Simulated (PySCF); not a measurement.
Löwdin shares of the frontier orbitals

C3H4ClNO.
Structure used (PBE0-D3(BJ)/def2-SVP), in Å, numbered top down from 1:
```xyz
10
C3H4ClNO angstrom
N     -1.7320    0.4792    0.3124
C     -0.5425    0.0008   -0.1395
O     -0.4245   -0.5638   -1.2098
C      0.6052    0.2263    0.7856
C      1.8104   -0.2110    0.4153
Cl     3.2250   -0.0262    1.3607
H     -2.5464    0.3580   -0.2743
H     -1.8287    0.9491    1.1997
H      0.4625    0.7382    1.7412
H      1.9471   -0.7213   -0.5423
```

Level of theory: TDDFT PBE0/def2-SVPD, vertical, gas phase, core orbitals frozen in the response in PySCF 2.14.0, density-fitted response routines.

Kohn–Sham orbitals with the atoms that hold most of them (Löwdin shares over 4%, at most four atoms; ? is withheld):

| orbital | ε (eV) | atoms |
| --- | --- | --- |
| LUMO+2 | 0.74 | Cl6 56%, C5 18%, H7 7%, N1 4% |
| LUMO+1 | 0.43 | H8 24%, H9 14%, Cl6 14%, N1 13% |
| LUMO | ? | C5 31%, C4 21%, C2 14%, Cl6 10% |
| HOMO | -7.79 | ? |
| HOMO-1 | -7.82 | ? |
| HOMO-2 | -8.23 | N1 49%, O3 29%, C2 10% |
| HOMO-3 | -9.33 | Cl6 76%, C5 13%, H10 4% |

(1) Which atoms hold the HOMO-1, and with what shares?

(2) Which atoms hold the HOMO, and with what shares?

(3) What is the LUMO energy, and the HOMO–LUMO gap?

Results:

(1) C4 (bonded to 2 C and H) 28%; Cl6 (bonded to C) 28%; C5 (bonded to C, Cl and H) 23%; O3 (bonded to C) 12%. By element: carbon 51% or more, chlorine 28%, oxygen 12%.

(2) O3 (bonded to C) 70%; C2 (bonded to C, N and O) 10%; C4 (bonded to 2 C and H) 8%; N1 (bonded to C and 2 H) 6%. By element: oxygen 70%, carbon 18% or more, nitrogen 6%.

(3) ε(LUMO) = -1.49 eV; the gap is 6.30 eV (0.2315 hartree).

Question: The HOMO–LUMO gap is 6.30 eV. Where does the response calculation put the lowest singlet, and from which orbitals?

Answer: S1 is at 4.58 eV (f = 0.0000), 1.72 eV below the gap, made of HOMO→LUMO (98%). 

Question: Give energy, strength and leading configuration of S1, S6 and S7, and follow the Löwdin shares of the leading atoms from the occupied to the empty orbital.

Answer: 
- S1 (4.58 eV, f 0.0000), HOMO→LUMO (98%): O3 70% → at most 10%, C2 10% → 14%, C5 at most 6% → 31%, C4 8% → 21%
- S6 (7.13 eV, f 0.019), HOMO→LUMO+1 (98%): O3 70% → at most 14%, C2 10% → at most 14%, H8 at most 6% → 24%, H9 at most 6% → 14%
- S7 (7.28 eV, f 0.010), HOMO-2→LUMO+1 (88%): N1 49% → 13%, O3 29% → at most 14%, H8 at most 4% → 24%, H9 at most 4% → 14%

One conformer stands for the species.
